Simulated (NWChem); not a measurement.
Program: NWChem. System: HLi, charge 0, spin multiplicity 1, at a geometry optimised with PBE0/def2-SVP. The structure started from a generated list of species. Level: MP2/def2-TZVP, no orbitals frozen.

The NWChem input:

```
start mol
memory heap 200 mb stack 900 mb global 1100 mb
geometry units angstroms nocenter noautoz
  Li     0.000000     0.000000     0.399406
  H      0.000000     0.000000    -1.198218
  symmetry group C2v
end
basis spherical
  * library def2-tzvp
end
scf
  rhf
  nopen 0
  maxiter 100
  thresh 1e-7
  semidirect memsize 60000000 filesize 0
end
mp2
end
task mp2 energy
```

NWChem printed:

```
             Northwest Computational Chemistry Package (NWChem) 7.3.0
             --------------------------------------------------------

                                NWChem Input Module
                                -------------------

 Scaling coordinates for geometry "geometry" by  1.889725989
 (inverse scale =  0.529177249)

 Turning off AUTOSYM since
 SYMMETRY directive was detected!

                             Geometry "geometry" -> ""
                             -------------------------

 Output coordinates in angstroms (scale by  1.889725989 to convert to a.u.)

  No.       Tag          Charge          X              Y              Z
 ---- ---------------- ---------- -------------- -------------- --------------
    1 Li                   3.0000     0.00000000     0.00000000     0.39940600
    2 H                    1.0000     0.00000000     0.00000000    -1.19821800

 Effective nuclear repulsion energy (a.u.)       0.9936829611

            Nuclear Dipole moment (a.u.)
            ----------------------------
        X                 Y               Z
 ---------------- ---------------- ----------------
     0.0000000000     0.0000000000     0.0000000000

      Symmetry information
      --------------------

 Group name             C2v
 Group number             16
 Group order               4
 No. of unique centers     2

      Symmetry unique atoms

     1    2


 Summary of "ao basis" -> "" (spherical)
 ------------------------------------------------------------------------------
       Tag                 Description            Shells   Functions and Types
 ---------------- ------------------------------  ------  ---------------------
 *                         def2-tzvp                  on all atoms

 Summary of "ao basis" -> "ao basis" (spherical)
 ------------------------------------------------------------------------------
       Tag                 Description            Shells   Functions and Types
 ---------------- ------------------------------  ------  ---------------------
 Li                        def2-tzvp                 8       14   5s3p
 H                         def2-tzvp                 4        6   3s1p

                                 NWChem SCF Module
                                 -----------------

  ao basis        = "ao basis"
  functions       =    20
  atoms           =     2
  closed shells   =     2
  open shells     =     0
  charge          =   0.00
  wavefunction    = RHF
  use symmetry    = T
  symmetry adapt  = T

 Summary of "ao basis" -> "ao basis" (spherical)
 ------------------------------------------------------------------------------
       Tag                 Description            Shells   Functions and Types
 ---------------- ------------------------------  ------  ---------------------
 Li                        def2-tzvp                 8       14   5s3p
 H                         def2-tzvp                 4        6   3s1p

      Symmetry analysis of basis
      --------------------------

        a1         12
        a2          0
        b1          4
        b2          4

 Forming initial guess at       0.0s

      Superposition of Atomic Density Guess
      -------------------------------------

 Sum of atomic energies:          -7.93246079

      Non-variational initial energy
      ------------------------------

 Total energy =      -7.779981
 1-e energy   =     -12.123430
 2-e energy   =       3.349765
 HOMO         =      -0.315561
 LUMO         =      -0.027322

      Symmetry analysis of molecular orbitals - initial
      -------------------------------------------------

 !! scf_movecs_sym_adapt:    8 vectors were symmetry contaminated

  Symmetry fudging

 !! scf_movecs_sym_adapt:    8 vectors were symmetry contaminated

  Numbering of irreducible representations:

     1 a1          2 a2          3 b1          4 b2

  Orbital symmetries:

     1 a1          2 a1          3 a1          4 b1          5 b2
     6 a1          7 a1          8 a1          9 b1         10 b2
    11 a1         12 a1

 Starting SCF solution at       0.0s

 ----------------------------------------------
         Quadratically convergent ROHF

 Convergence threshold     :          1.000E-07
 Maximum no. of iterations :          100
 Final Fock-matrix accuracy:          1.000E-09
 ----------------------------------------------

              iter       energy          gnorm     gmax       time
             ----- ------------------- --------- --------- --------
                 1       -7.9782325000  2.36D-01  1.39D-01      0.0
                 2       -7.9847312034  3.87D-02  2.48D-02      0.0
                 3       -7.9851749197  1.50D-03  9.44D-04      0.0
                 4       -7.9851755804  1.47D-06  9.41D-07      0.0
                 5       -7.9851755804  7.37D-09  4.59D-09      0.0

       Final RHF  results
       ------------------

         Total SCF energy =     -7.985175580417
      One-electron energy =    -12.454106859092
      Two-electron energy =      3.475248317603
 Nuclear repulsion energy =      0.993682961072

        Time for solution =      0.0s

       Symmetry analysis of molecular orbitals - final
       -----------------------------------------------

  Numbering of irreducible representations:

     1 a1          2 a2          3 b1          4 b2

  Orbital symmetries:

     1 a1          2 a1          3 a1          4 b1          5 b2
     6 a1          7 a1          8 a1          9 b2         10 b1
    11 a1         12 a1

             Final eigenvalues
             -----------------

              1
    1   -2.4499
    2   -0.3019
    3    0.0088
    4    0.0872
    5    0.0872
    6    0.1314
    7    0.2190
    8    0.5195
    9    0.6711
   10    0.6711
   11    0.7617
   12    1.5677

                       ROHF Final Molecular Orbital Analysis
                       -------------------------------------

 Vector    2  Occ=2.000000D+00  E=-3.019364D-01  Symmetry=a1
              MO Center= -4.5D-16, -2.1D-16, -1.0D+00, r^2= 1.5D+00
   Bfn.  Coefficient  Atom+Function         Bfn.  Coefficient  Atom+Function
  ----- ------------  ---------------      ----- ------------  ---------------
    17      0.334074  2 H  s                 16      0.331110  2 H  s
     4      0.220867  1 Li s                 15      0.165484  2 H  s

 Vector    3  Occ=0.000000D+00  E= 8.841977D-03  Symmetry=a1
              MO Center=  1.5D-15,  6.4D-16,  1.6D+00, r^2= 5.8D+00
   Bfn.  Coefficient  Atom+Function         Bfn.  Coefficient  Atom+Function
  ----- ------------  ---------------      ----- ------------  ---------------
     5      0.912274  1 Li s                 11      0.571839  1 Li pz

 Vector    4  Occ=0.000000D+00  E= 8.715439D-02  Symmetry=b1
              MO Center= -9.4D-16,  3.0D-46,  4.0D-01, r^2= 5.6D+00
   Bfn.  Coefficient  Atom+Function         Bfn.  Coefficient  Atom+Function
  ----- ------------  ---------------      ----- ------------  ---------------
     9      0.971263  1 Li px

 Vector    5  Occ=0.000000D+00  E= 8.715439D-02  Symmetry=b2
              MO Center=  4.8D-47, -5.1D-16,  4.0D-01, r^2= 5.6D+00
   Bfn.  Coefficient  Atom+Function         Bfn.  Coefficient  Atom+Function
  ----- ------------  ---------------      ----- ------------  ---------------
    10      0.971263  1 Li py

 center of mass
 --------------
 x =   0.00000000 y =   0.00000000 z =   0.37556025

 moments of inertia (a.u.)
 ------------------
           8.032303002989           0.000000000000           0.000000000000
           0.000000000000           8.032303002989           0.000000000000
           0.000000000000           0.000000000000           0.000000000000

  Mulliken analysis of the total density
  --------------------------------------

    Atom       Charge   Shell Charges
 -----------   ------   -------------------------------------------------------
    1 Li   3     2.58   0.36  1.30  0.33  0.28  0.11  0.06  0.15  0.00
    2 H    1     1.42   0.20  0.60  0.62  0.00

       Multipole analysis of the density wrt the origin
       ------------------------------------------------

     L   x y z        total         open         nuclear
     -   - - -        -----         ----         -------
     0   0 0 0     -0.000000      0.000000      4.000000

     1   1 0 0      0.000000      0.000000      0.000000
     1   0 1 0      0.000000      0.000000      0.000000
     1   0 0 1      2.381195      0.000000      0.000000

     2   2 0 0     -3.941275      0.000000      0.000000
     2   1 1 0     -0.000000      0.000000      0.000000
     2   1 0 1     -0.000000      0.000000      0.000000
     2   0 2 0     -3.941275      0.000000      0.000000
     2   0 1 1     -0.000000      0.000000      0.000000
     2   0 0 2     -5.660128      0.000000      6.836095

                   NWChem MP2 Semi-direct Energy/Gradient Module
                   ---------------------------------------------

  Basis functions       =     20
  Molecular orbitals    =     20
  Frozen core           =      0
  Frozen virtuals       =      0
  Active alpha occupied =      2
  Active beta occupied  =      2
  Active alpha virtual  =     18
  Active beta virtual   =     18
  Use MO symmetry       = T
  Use skeleton AO sym   = T

  AO/Fock/Back tols     =   1.0D-09  1.0D-09  1.0D-09

 GA uses MA = F    GA memory limited = T

 Available:
  local mem=  1.26D+08
 global mem=  1.44D+08
 local disk=  0.00D+00
  mp2_memr nvloc                    18
  nvloc new                    18
   1 passes of   2:        2097152                       1146                     26425.
   1 passes of   2: M    126155578           G      144178400           F     124058426.

 Semi-direct pass number   1 of   1  for RHF alpha+beta  at        0.1s
  vrange nnbf                   210
  mp2_eaftype                    10  avail_ma_in_mb                  1099
 EAF : mp2_eaftype filesize          10      13212.
  mp2_eaf for mointskh                     10
Node 0 wrote      0.1 Mb in      0.0 s     Agg I/O rate:  1187.0 Mb/s
 Done moints_semi at        0.1s
  mp2_eaftype                    10  avail_ma_in_mb                  1089
 EAF : mp2_eaftype filesize          10      13212.
  mp2_eaf for kh                    10
 Done maket at        0.1s
 Done multipass loop at        0.1s

          -------------------------------------------
          SCF energy                  -7.985175580417
          Correlation energy          -0.051499616015
          Singlet pairs               -0.050808560551
          Triplet pairs               -0.000691055464
          Total MP2 energy            -8.036675196432
          -------------------------------------------

          ---------------------------------------------------
                    Spin Component Scaled (SCS) MP2
          Same spin pairs                     -0.000460703643
          Same spin scaling factor             0.333333333333
          Opposite spin pairs                 -0.051038912372
          Opposite spin scaling fact.          1.200000000000
          SCS-MP2 correlation energy          -0.061400262727
          Total SCS-MP2 energy                -8.046575843145
          ---------------------------------------------------

 -----------------------
 Performance information
 -----------------------

 Timer overhead =  1.66D-07 seconds/call

               Nr. of calls         CPU time (s)                 Wall time (s)                GFlops
             ---------------    -------------------     ------------------------------   -------------------
Name         Min   Avg   Max    Min     Avg     Max     Min     Avg     Max   Mx/calls   Min     Max     Sum
mp2: moin     1     1     1   9.35E-3 9.35E-3 9.35E-3  9.35E-3 9.35E-3 9.35E-3 9.35E-3   0.0     0.0     0.0
mp2: make     1     1     1   5.78E-4 5.78E-4 5.78E-4  5.78E-4 5.78E-4 5.78E-4 5.78E-4   0.0     0.0     0.0
mp2: tota     1     1     1   1.49E-2 1.49E-2 1.49E-2  1.49E-2 1.49E-2 1.49E-2 1.49E-2   0.0     0.0     0.0

 The average no. of pstat calls per process was 3.00D+00
 with a timing overhead of 4.97D-07s

 Task  times  cpu:        0.1s     wall:        0.1s

 Total times  cpu:        0.1s     wall:        0.1s
```
